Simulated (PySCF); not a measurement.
Homolysis of single bonds, series B OH-SH. All species are isolated molecules in the gas phase. One relaxed conformer stands for each flexible species; it need not be the lowest. Strings in code marks are SMILES.

The highest occupied spin orbital from two functionals at the same geometries (CAM-B3LYP-D3(BJ)/def2-TZVP), both in PySCF: PBE-D3(BJ)/def2-TZVP and CAM-B3LYP-D3(BJ)/def2-TZVP. 

```json
[
 {"species": "radical fragment (`O[B]O` (H–O–B–O torsion 0°, O–B–O–H torsion 180°))", "PBE-D3(BJ)/def2-TZVP (eV)": "-4.63", "CAM-B3LYP-D3(BJ)/def2-TZVP (eV)": "-7.28"},
 {"species": "radical fragment (`[OH]`)", "PBE-D3(BJ)/def2-TZVP (eV)": "-7.16", "CAM-B3LYP-D3(BJ)/def2-TZVP (eV)": "-10.72"},
 {"species": "radical fragment (`O[B]S` (H–O–B–S torsion 0°, O–B–S–H torsion 180°))", "PBE-D3(BJ)/def2-TZVP (eV)": "-4.56", "CAM-B3LYP-D3(BJ)/def2-TZVP (eV)": "-7.08"},
 {"species": "radical fragment (`[SH]`)", "PBE-D3(BJ)/def2-TZVP (eV)": "-6.12", "CAM-B3LYP-D3(BJ)/def2-TZVP (eV)": "-8.80"}
]
```

Over these rows, drawn at random from the members with no instability flagged (it was tested for open shells, ions and some series alone), PBE minus CAM-B3LYP-D3(BJ): mean +2.85 eV, from +2.52 eV to +3.56 eV.
